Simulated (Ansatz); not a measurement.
Ansatz (an electronic-structure program) input:

Ansatz 0.2 input:
```yaml
crystal:
  periodic: [false, false, false]
  atoms:
    - {symbol: O, position_ang: [0.00901206, -0.02556636, 0.53046902]}
    - {symbol: H, position_ang: [0.00863477, 0.02265363, -0.51880997]}
basis:
  gaussian:
    orbitals: def2-TZVP
hamiltonian:
  xc: b3lyp
  dispersion: d3bj
total_charge: 1
magnetization: {spin_polarized: true, initial_magnetization: 2}
relax: {f_tol: 0.002, max_steps: 150}
```

Question: Predict the final energy.

Answer: -75.28371 Eh (B3LYP-D3(BJ)/def2-TZVP). The basis has 37 functions.
